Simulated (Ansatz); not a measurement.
The first iterations of a band of C2H4NO (8 atoms, charge 1, multiplicity 1).

All numbers below come from Ansatz, RKS PBE/6-31G*.

- movable images: 2
- climbing image: yes
- spring: 5.0 eV/Å²
- optimiser: quadratic models (default)
- start path: IDPP
- force threshold: 0.05 eV/Å
- iteration limit: 60
- end points: relaxed

Initial state:

```xyz
8
Properties=species:S:1:pos:R:3
N 0.284 1.268 -0.592
C -0.097 0.401 0.338
C -0.451 -0.937 0.193
O 0.231 -1.989 0.420
H 0.627 0.975 -1.508
H 0.179 2.273 -0.441
H -0.455 0.817 1.296
H -0.319 -2.809 0.295
```

Final state:

```xyz
8
Properties=species:S:1:pos:R:3
N 0.281 1.270 -0.593
C -0.095 0.400 0.335
C -0.449 -0.938 0.191
O 0.232 -1.990 0.421
H 0.179 2.275 -0.437
H 0.623 0.980 -1.511
H -0.450 0.812 1.296
H -0.320 -2.810 0.297
```

| iteration | highest image above the first end (eV) | largest band force component (eV/Å) |
| --- | --- | --- |
| 1 | 0.989 | 2.153 |
| 2 | 0.860 | 1.312 |
| 3 | 0.869 | 0.832 |
| 4 | 0.849 | 0.593 |
| 5 | 0.864 | 0.569 |

Does the band converge within its limit, and where does its top end?

It converged. It ended after 17 iterations with the highest image 0.644 eV above the first end. Another band between the same ends (7 images) ends at a top of the same energy, where a vibrational analysis finds 1 clearly imaginary mode. So few images can step over the top or miss a turn of the path. Limits of this set-up: the dipole of an ion depends on the origin.

Time of the run: 100 s on 1 thread of Intel(R) Xeon(R) Processor @ 2.50GHz (Skylake/Cascade Lake), with other jobs on the host, peak memory 0.13 GiB.
